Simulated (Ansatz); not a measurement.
System: fcc Pd. Method: PBEsol (Ansatz, a first-principles code, PAW).

A relaxed, unreconstructed slab of the (100) face has 8 atoms, two equal faces of 7.519 Å² each and an energy of -55251.3911 eV. A bulk cell of 2 atoms with the same orientation and in-plane k mesh has -13813.3027 eV. Energies are extrapolated to zero smearing.

Numerical settings: plane-wave cutoff 500 eV, 20×20×1 k mesh (along the axes of the cell as run), Fermi–Dirac smearing 0.1 eV, scalar-relativistic PAW data made under PBE.

Worked out: γ = (E_slab − N E_bulk per atom)/2A = [-55251.3911 − 8 × (-13813.3027/2)]/(2 × 7.519) = 0.1210 eV/Å². With 16.022 J/m² per eV/Å² this is 1.94 J/m², or 0.91 eV per surface cell and face.
